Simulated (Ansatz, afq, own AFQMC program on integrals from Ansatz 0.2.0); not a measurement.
**AFQMC, coupled cluster and functionals along a coordinate of H₂O + H, doublet**

```tsv
atom	x (Å)	y (Å)	z (Å)
O	-0.1399	-0.0491	0.0000
H	-0.3893	0.8775	0.0000
H	0.8196	-0.0491	0.0000
H	1.7911	-0.0491	0.0000
```

A hydrogen atom is moved from one rigid fragment to the other; the O1–H3 distance tells how far. The two fragments are held close together, so this isn't a minimum-energy path and the start is a compressed complex. Energies in eV count from this geometry (0.960 Å) at the same level; the start stands on UHF, each point on the determinant named.

Basis cc-pVTZ. Only valence electrons are correlated. Ansatz 0.2.0 and our own AFQMC program on the same integrals; the CISD trial comes from CCSD amplitudes, and released means the phaseless constraint is let go. ± is one standard error of the sampling.

```json
{"r(O1–H3) / Å": "1.024", "det.": "UHF", "T1": "0.013", "weight": "0.93", "⟨S²⟩": "0.77", "CCSD(T)": "0.050", "ph-AFQMC/CISD": "0.046 ± 0.005", "released AFQMC": "0.040 ± 0.007", "CCSDT(Q)": "0.048", "CCSD": "0.055", "B3LYP": "-0.011"}
{"r(O1–H3) / Å": "1.057", "det.": "UHF", "T1": "0.014", "weight": "0.93", "⟨S²⟩": "0.78", "CCSD(T)": "0.109", "ph-AFQMC/CISD": "0.104 ± 0.005", "released AFQMC": "0.107 ± 0.007", "CCSDT(Q)": "0.106", "CCSD": "0.114", "B3LYP": "0.019"}
{"r(O1–H3) / Å": "1.089", "det.": "UHF", "T1": "0.016", "weight": "0.92", "⟨S²⟩": "0.78", "CCSD(T)": "0.177", "ph-AFQMC/CISD": "0.177 ± 0.005", "released AFQMC": "0.180 ± 0.007", "CCSDT(Q)": "0.172", "CCSD": "0.180", "B3LYP": "0.062"}
{"r(O1–H3) / Å": "1.121", "det.": "UHF", "T1": "0.019", "weight": "0.92", "⟨S²⟩": "0.78", "CCSD(T)": "0.250", "ph-AFQMC/CISD": "0.251 ± 0.006", "released AFQMC": "0.242 ± 0.008", "CCSDT(Q)": "0.245", "CCSD": "0.249", "B3LYP": "0.115"}
{"r(O1–H3) / Å": "1.186", "det.": "UHF", "T1": "0.023", "weight": "0.92", "⟨S²⟩": "0.78", "CCSD(T)": "0.413", "ph-AFQMC/CISD": "0.411 ± 0.005", "released AFQMC": "–", "CCSDT(Q)": "0.407", "CCSD": "0.399", "B3LYP": "0.256"}
```

Weight is that of the determinant in the CISD state; at the start T1 is 0.012 and the weight 0.93, and ⟨S²⟩ is 0.76. A dash marks a missing value, a released energy that hasn't settled or a functional that sits on another state. Largest departures from CCSDT(Q), at the points where its series has closed: CCSD(T) 0.006 eV at 1.186 (on UHF), ph-AFQMC/CISD 0.007 eV at 1.121 (on UHF) (within the noise), released AFQMC 0.008 eV at 1.089 (on UHF) (within the noise), CCSD 0.008 eV at 1.057 (on UHF), B3LYP -0.150 eV at 1.186. Functionals count only at points shown to share the start's state and spin.

Some points may be missing: those where a free walk finds a much lower state, and past Zn most of those on another determinant than at the start.

A walk keeps the symmetry of its determinant, which the program's search chose and which needn't be the lowest solution, so a lower state of the same spin and another symmetry isn't excluded. Released energies are given only where the last usable release times agree within the noise; a slower fall can still hide under it.
